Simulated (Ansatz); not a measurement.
**Reading a saddle point**

A first-order saddle point of SiNH7O, singlet, PBE0-D4/def2-TZVP, with one imaginary mode of 1065i cm⁻¹:

Si1  (-0.771, 0.052, -0.382)
N2  (0.461, -0.714, 0.814)
H3  (-1.774, -1.088, -0.295)
H4  (-1.592, 1.154, 0.174)
H5  (-0.459, -0.049, -1.836)
H6  (1.100, 0.255, 0.456)
O7  (0.818, 1.295, -0.227)
H8  (0.152, -0.731, 1.779)
H9  (0.773, -1.642, 0.558)
H10  (1.292, 1.467, -1.042)
(Å)

Program: Ansatz 0.2.0. Basis: def2-TZVPP and def2-QZVPP. Cores are frozen in the correlated methods. Extrapolation: Hartree–Fock as exp(−7.88 √X), correlation as X^−2.97.

(1) Which contacts change along the imaginary mode, and what lies on either side? (A judgement: the text doesn't fix the answer.)

(2) Which side is lower, and how far does the saddle lie above each? (Judge from chemistry; the value comes from the calculation.)

T1 diagnostic: at most 0.011.

Results:

(1) Computed: The step is SiNH₅ ([NH2][SiH3]) + H₂O → SiH₄O ([OH][SiH3]) + NH₃, with the molecules in contact on both sides. Shortening one way: Si1–O7, N2–H6; lengthening the same way: Si1–N2, H6–O7.
| pair | one side (Å) | saddle (Å) | other side (Å) |
| --- | --- | --- | --- |
| Si1–O7 | 3.78 | 2.02 | 1.67 |
| N2–H6 | 2.00 | 1.21 | 1.01 |
| Si1–N2 | 1.74 | 1.88 | 2.45 |
| H6–O7 | 0.97 | 1.28 | 2.70 |

(2) The calculation gives: The side with Si1–O7, N2–H6 short is lower by 0.312 eV; the saddle lies 1.481 eV above it and 1.169 eV above the other (CCSD(T) at an estimated basis limit (MP2 extrapolated from triple and quadruple zeta, plus CCSD(T) − MP2 in triple zeta); electronic energies).

The step is the kind of ligand exchange by which a precursor binds to a hydroxyl group, or is hydrolysed, in atomic layer deposition of oxides.

Labels in which every atom is bracketed show which atoms are joined, not bond orders.

For scale, one of the runs: CCSD(T)/def2-TZVPP, 202 basis functions, launched by `ansatz run in.yaml --threads 2 --pin off --events-out ev --progress --plain --max-ram 4352MiB`. The run took 48 s on 2 CPU threads of an Arm Neoverse V2 (shared host), with 2.5 GiB of host memory at its peak.
